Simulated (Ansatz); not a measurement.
in.yaml

```yaml
crystal:
  periodic: [false, false, false]
  atoms:
    - {symbol: N, position_ang: [0.000000, 0.000000, 0.000000]}
    - {symbol: N, position_ang: [0.000000, 0.000000, 1.089486]}
basis:
  gaussian: {orbitals: cc-pVTZ}
correlation: {method: fic_mrcisd_q, electrons: outside_noble_gas, active_space: {window: {electrons: 10, orbitals: 8}, shells: [{species: "N", l: s, shell: 2}, {species: "N", l: p, shell: 2}]}}
```

```sh
$ ansatz run in.yaml --threads 1 --pin off --events-out ev --progress --plain --max-ram 2176MiB
```

The program prints:

```
721 factors; integrals over basis functions are off by at most 1.1e-7 eV
mean field evaluation 1: about -2965.3313 eV, gradient 1.1e1 eV
mean field evaluation 2: about -2965.3387 eV, gradient 1.1e1 eV
mean field evaluation 4: about -2965.6291 eV, gradient 3.8e-1 eV
mean field evaluation 8: about -2965.6295 eV, gradient 1.3e-4 eV
mean field -2965.62954364 eV, -108.9848755528 hartree, gradient 7.6e-7 eV, S^2 0.000000; 0 other end points of the search recorded, 0 dependent functions left out
reference -2965.62954364 eV, -108.9848755528 hartree; 7, 7 occupied and 53, 53 virtual orbitals, 721 factors
state -2969.60447568 eV, -109.1309516109 hartree
contracted CI cycle   1: correlation 0.00000000 eV, 0.0000000000 hartree, residual 3.06e1 eV
contracted CI cycle   2: correlation -6.07314953 eV, -0.2231841288 hartree, residual 4.85e0 eV
contracted CI cycle   3: correlation -6.23917012 eV, -0.2292852730 hartree, residual 9.41e-1 eV
contracted CI cycle   4: correlation -6.24594689 eV, -0.2295343147 hartree, residual 2.08e-1 eV
contracted CI cycle   5: correlation -6.24627978 eV, -0.2295465481 hartree, residual 4.98e-2 eV
contracted CI cycle   6: correlation -6.24629847 eV, -0.2295472350 hartree, residual 1.18e-2 eV
contracted CI cycle   7: correlation -6.24629939 eV, -0.2295472687 hartree, residual 2.98e-3 eV
contracted CI cycle   8: correlation -6.24629945 eV, -0.2295472707 hartree, residual 7.39e-4 eV
state -2969.60447568 eV, -109.1309516109 hartree; corrected -2976.19809640 eV, -109.3732627031 hartree
Total energy: -2976.19809640 eV, -109.3732627031 hartree
Checks for a lower state left out: starts, orbital_swaps
```

Natural occupations: 1.9960 1.9898 1.9826 1.9427 1.9427 0.0636 0.0636 0.0189.

Ran on 1 thread of AMD EPYC 9R45, shared host: 1.6 s wall, 0.27 GiB peak host memory.
